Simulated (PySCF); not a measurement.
# The electron affinity along group 14

All values are computed (PySCF 2.14, energy differences of UHF-based or UKS calculations, no spin-orbit coupling). Values in eV. The last column holds reference values (measured affinities from photodetachment; the arrow runs from anion to atom). Unmarked ones compare directly (S terms, centres of terms, or small fine structure); those marked * lie between the lowest fine-structure levels and include a spin-orbit shift.

```tsv
element	configurations	SCS-MP2 (valence)	CCSD (valence)	CCSD(T) (valence)	MP2 (valence and next inner shell)	CCSD (valence and next inner shell)	PBE	reference
C (x2c-TZVPPall with one added diffuse shell each of s, p, d type, spin-free X2C)	[He] 2s2 2p3 → [He] 2s2 2p2	0.952	1.126	1.191	1.243	1.132	1.572	1.262
Si (x2c-TZVPPall with one added diffuse shell each of s, p, d type, spin-free X2C)	[Ne] 3s2 3p3 → [Ne] 3s2 3p2	1.184	1.303	1.357	1.354	1.295	1.481	1.390 *
Ge (x2c-TZVPPall with one added diffuse shell each of s, p, d type, spin-free X2C)	[Ar] 3d10 4s2 4p3 → [Ar] 3d10 4s2 4p2	1.131	1.266	1.307	1.325	1.275	1.412	1.233 *
Sn (x2c-TZVPPall with one added diffuse shell each of s, p, d, f type, spin-free X2C)	[Kr] 4d10 5s2 5p3 → [Kr] 4d10 5s2 5p2	1.231	1.357	1.398	1.422	1.355	1.427	1.112 *
Pb (x2c-TZVPPall with one added diffuse shell each of s, p, d, f type, spin-free X2C)	[Xe] 4f14 5d10 6s2 6p3 → [Xe] 4f14 5d10 6s2 6p2	1.093	1.243	1.275	1.314	1.241	1.328	0.357 *
```

The highest occupied level of the anion is positive for C⁻ at PBE; Si⁻ at PBE; Ge⁻ at PBE; Sn⁻ at PBE; Pb⁻ at PBE, so there the basis helps to hold the electron.

For Pb a determinant mixes LS terms or the coupling is close to jj, so these rows are model values.

"Valence" correlates the outer s and p shells and, in groups 3 to 12 and the f block, the outer d or f shell, open or full, or the next shell where the ion has no valence electron left; the wider scheme adds the next inner shell.
